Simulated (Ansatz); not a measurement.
System: C5H4N, charge 0, multiplicity 2. It need not be the lowest isomer of its formula. SMILES: [c]1ccccn1
Geometry: optimised at B3LYP-D3(BJ)/def2-TZVP (Ansatz, a quantum-chemistry and plane-wave program).

Property: atomisation energy (electronic, to ground-state atoms), in kcal/mol. Cores are frozen in the correlated levels unless marked. Open shells are spin-unrestricted. Spin-orbit coupling is left out. No relativistic terms. The coupled-cluster limit lacks core correlation, which all-electron functionals hold. CBS marks a two-point X^-3 extrapolation of the correlation energy; Hartree-Fock from the larger set. The bracket is a focal-point correction in the basis named.

The UHF reference is spin-contaminated (<S^2> 0.53 over the pure value in the largest basis). The T1 diagnostic of CCSD in the largest basis is 0.047, which is high, so the coupled-cluster rows are less sure than usual.

| level | program | atomisation energy (kcal/mol) |
|---|---|---|
| revPBE-D4/def2-TZVPD | Ansatz + dftd4 | … |
| r2SCAN0/def2-TZVPD | Ansatz | … |
| CAM-B3LYP-D3(BJ)/def2-TZVPD | Ansatz + dftd3 | 1132.7 |
| CAM-B3LYP-D4/def2-TZVPD | Ansatz + dftd4 | 1133.1 |
| wB97X-V/def2-TZVPD | Ansatz | 1126.7 |
| RI-MP2/CBS(cc-pVTZ,cc-pVQZ)+[CCSD(T)-MP2]/cc-pVDZ | Ansatz | … |

**Question.** Fill in the missing entries.

**Answer.** 
- revPBE-D4/def2-TZVPD, atomisation energy (kcal/mol): 1149.6
- r2SCAN0/def2-TZVPD, atomisation energy (kcal/mol): 1112.4
- RI-MP2/CBS(cc-pVTZ,cc-pVQZ)+[CCSD(T)-MP2]/cc-pVDZ, atomisation energy (kcal/mol): 1116.0
